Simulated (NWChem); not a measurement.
System: pyrrole (C$_{4}$H$_{5}$N); SMILES c1cc[nH]c1

Input file for NWChem:

```
start job
memory heap 200 mb stack 900 mb global 1100 mb
geometry units angstroms
  C      0.707947    -0.986020     0.000000
  C     -0.713602    -0.981953     0.000000
  C     -1.118268     0.336322     0.000000
  N      0.003176     1.116063     0.000000
  C      1.120140     0.329923     0.000000
  H      1.359933    -1.857496     0.000000
  H     -1.370562    -1.849686     0.000000
  H     -2.113367     0.775729     0.000000
  H      0.006067     2.125810     0.000000
  H      2.117736     0.763634     0.000000
end
basis spherical
  * library sto-3g
end
dft
  xc hfexch
  iterations 150
end
driver
  maxiter 120
end
task dft optimize
task dft freq
```

Excerpt of the output:

```
             Northwest Computational Chemistry Package (NWChem) 7.3.0
             --------------------------------------------------------

 C2V symmetry detected

                             Geometry "geometry" -> ""
                             -------------------------

 Output coordinates in angstroms (scale by  1.889725989 to convert to a.u.)

  No.       Tag          Charge          X              Y              Z
 ---- ---------------- ---------- -------------- -------------- --------------
    1 C                    6.0000     0.00000000     0.71077741    -0.98288118
    2 C                    6.0000     0.00000000    -0.71077741    -0.98288118
    3 C                    6.0000     0.00000000    -1.11920857     0.33423320
    4 N                    7.0000     0.00000000     0.00000000     1.11717690
    5 C                    6.0000     0.00000000     1.11920857     0.33423320
    6 H                    1.0000     0.00000000     1.36525308    -1.85248924
    7 H                    1.0000     0.00000000    -1.36525308    -1.85248924
    8 H                    1.0000     0.00000000    -2.11556014     0.77079398
    9 H                    1.0000     0.00000000     0.00000000     2.12692804
   10 H                    1.0000     0.00000000     2.11556014     0.77079398

 Effective nuclear repulsion energy (a.u.)     161.0198503307

      Symmetry information
      --------------------

 Group name             C2v
 Group number             16
 Group order               4
 No. of unique centers     6

                                Z-matrix (autoz)
                                --------

 Units are Angstrom for bonds and degrees for angles

      Type          Name      I     J     K     L     M      Value
      ----------- --------  ----- ----- ----- ----- ----- ----------
    1 Stretch                  1     2                       1.42155
    2 Stretch                  1     5                       1.37899
    3 Stretch                  1     6                       1.08837
    4 Stretch                  2     3                       1.37899
    5 Stretch                  2     7                       1.08837
    6 Stretch                  3     4                       1.36588
    7 Stretch                  3     8                       1.08780
    8 Stretch                  4     5                       1.36588
    9 Stretch                  4     9                       1.00975
   10 Stretch                  5    10                       1.08780
   11 Bend                     1     2     3               107.22843
   12 Bend                     1     2     7               126.96548
   13 Bend                     1     5     4               107.74633
   14 Bend                     1     5    10               130.88951
   15 Bend                     2     1     5               107.22843
   16 Bend                     2     1     6               126.96548
   17 Bend                     2     3     4               107.74633
   18 Bend                     2     3     8               130.88951
   19 Bend                     3     2     7               125.80609
   20 Bend                     3     4     5               110.05048
   21 Bend                     3     4     9               124.97476
   22 Bend                     4     3     8               121.36416
   23 Bend                     4     5    10               121.36416
   24 Bend                     5     1     6               125.80609
   25 Bend                     5     4     9               124.97476
   26 Torsion                  1     2     3     4           0.00000
   27 Torsion                  1     2     3     8         180.00000
   28 Torsion                  1     5     4     3           0.00000
   29 Torsion                  1     5     4     9         180.00000
   30 Torsion                  2     1     5     4           0.00000
   31 Torsion                  2     1     5    10         180.00000
   32 Torsion                  2     3     4     5           0.00000
   33 Torsion                  2     3     4     9         180.00000
   34 Torsion                  3     2     1     5           0.00000
   35 Torsion                  3     2     1     6         180.00000
   36 Torsion                  3     4     5    10         180.00000
   37 Torsion                  4     3     2     7         180.00000
   38 Torsion                  4     5     1     6         180.00000
   39 Torsion                  5     1     2     7         180.00000
   40 Torsion                  5     4     3     8         180.00000
   41 Torsion                  6     1     2     7           0.00000
   42 Torsion                  6     1     5    10           0.00000
   43 Torsion                  7     2     3     8           0.00000
   44 Torsion                  8     3     4     9           0.00000
   45 Torsion                  9     4     5    10           0.00000

  xc_inp: hfexch multiplicative factor not found.

                           NWChem Geometry Optimization
                           ----------------------------

 maximum gradient threshold         (gmax) =   0.000450
 rms gradient threshold             (grms) =   0.000300
 maximum cartesian step threshold   (xmax) =   0.001800
 rms cartesian step threshold       (xrms) =   0.001200
 fixed trust radius                (trust) =   0.300000
 source of zmatrix                         =   autoz

          -------------------
          Energy Minimization
          -------------------

 Using diagonal initial Hessian
 Scaling for Hessian diagonals: bonds = 1.00  angles = 0.25  torsions = 0.10

          --------
          Step   0

                                 NWChem DFT Module
                                 -----------------

[...]

      ----------------------
      Optimization converged
      ----------------------

  Step       Energy      Delta E   Gmax     Grms     Xrms     Xmax
  ---- ---------------- -------- -------- -------- -------- --------
@    5    -206.22712044 -1.3D-07  0.00004  0.00001  0.00034  0.00110
                                     ok       ok       ok       ok

                                Z-matrix (autoz)
                                --------

 Units are Angstrom for bonds and degrees for angles

[...]

 Rotational Constants
 --------------------
 A=   0.304662 cm-1  (  0.438331 K)
 B=   0.303340 cm-1  (  0.436428 K)
 C=   0.152000 cm-1  (  0.218689 K)

 Temperature                      =   298.15K
 frequency scaling parameter      =   1.0000

 Zero-Point correction to Energy  =   59.931 kcal/mol  (  0.095506 au)
 Thermal correction to Energy     =   62.209 kcal/mol  (  0.099137 au)
 Thermal correction to Enthalpy   =   62.802 kcal/mol  (  0.100081 au)

 Total Entropy                    =   63.571 cal/mol-K
   - Translational                =   38.509 cal/mol-K (mol. weight =  67.0422)
   - Rotational                   =   22.868 cal/mol-K (symmetry #  =        2)
   - Vibrational                  =    2.194 cal/mol-K

 Cv (constant volume heat capacity) =   12.347 cal/mol-K
   - Translational                  =    2.979 cal/mol-K
   - Rotational                     =    2.979 cal/mol-K
   - Vibrational                    =    6.388 cal/mol-K

[normal modes left out]

 ----------------------------------------------------------------------------
 Normal Eigenvalue ||           Projected Infra Red Intensities
  Mode   [cm**-1]  || [atomic units] [(debye/angs)**2] [(KM/mol)] [arbitrary]
 ------ ---------- || -------------- ----------------- ---------- -----------
    1       -0.000 ||    0.000218           0.005         0.213       0.172
    2       -0.000 ||    0.000300           0.007         0.293       0.237
    3       -0.000 ||    0.000046           0.001         0.045       0.036
    4        0.000 ||    0.001726           0.040         1.682       1.361
    5        0.000 ||    0.000733           0.017         0.714       0.578
    6        0.000 ||    0.000731           0.017         0.713       0.577
    7      446.061 ||    0.099289           2.291        96.792      78.293
    8      697.997 ||    0.003146           0.073         3.067       2.480
    9      717.520 ||    0.000000           0.000         0.000       0.000
   10      896.798 ||    0.028802           0.664        28.077      22.711
   11      901.127 ||    0.000000           0.000         0.000       0.000
   12      995.772 ||    0.000964           0.022         0.940       0.760
   13     1004.817 ||    0.000001           0.000         0.001       0.001
   14     1070.520 ||    0.000566           0.013         0.552       0.446
   15     1098.589 ||    0.000000           0.000         0.000       0.000
   16     1184.736 ||    0.015237           0.352        14.854      12.015
   17     1222.597 ||    0.015650           0.361        15.256      12.340
   18     1243.557 ||    0.006892           0.159         6.718       5.434
   19     1303.116 ||    0.001275           0.029         1.243       1.005
   20     1346.396 ||    0.008508           0.196         8.294       6.709
   21     1509.405 ||    0.003363           0.078         3.278       2.652
   22     1663.521 ||    0.015268           0.352        14.884      12.039
   23     1730.232 ||    0.005651           0.130         5.509       4.456
   24     1785.721 ||    0.022698           0.524        22.127      17.898
   25     1904.484 ||    0.008788           0.203         8.567       6.930
   26     3745.678 ||    0.012554           0.290        12.238       9.899
   27     3759.190 ||    0.025062           0.578        24.432      19.762
   28     3780.967 ||    0.015317           0.353        14.932      12.078
   29     3794.160 ||    0.002801           0.065         2.731       2.209
   30     4139.134 ||    0.084866           1.958        82.732      66.920
 ----------------------------------------------------------------------------
```

Level: Hartree-Fock/STO-3G.
